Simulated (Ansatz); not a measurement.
# How the smallest direct gap on the k points sampled of litharge PbO moves with the method

No measured value is used here.

```csv
level (code),value (eV)
LDA+SOC (Ansatz),2.11
PBE+SOC (Ansatz),(withheld)
RPBE (Ansatz),(withheld)
r²SCAN+SOC (Ansatz),2.58
B3LYP (VWN-RPA form) (Ansatz),3.73
PBE0 (Ansatz),3.93
G0W0@PBEsol (Ansatz),3.17
```

Some entries are withheld; supply them.


- PBE+SOC (Ansatz, an electronic-structure program), value (eV): 2.19
- RPBE (Ansatz), value (eV): 2.31

At these levels the smallest gap is indirect and lower: LDA+SOC 1.12, PBE+SOC 1.16, RPBE 1.26, r²SCAN+SOC 1.46, B3LYP (VWN-RPA form) 2.40, PBE0 2.52, G0W0@PBEsol 2.04 eV. Computed values are for a static lattice. Levels without +SOC have no spin–orbit coupling; where heavier elements are present it shifts gaps, mostly down, and can invert bands.  G0W0@PBEsol: filled d or f shells below the valence bands can shift G0W0 gaps through exchange with them, which wasn't tested here. Values are at the measured cell. Cutoffs and k meshes differ between the levels. Ansatz's density-functional and Hartree–Fock values are scalar-relativistic unless marked +SOC, with PAW data made under PBE.
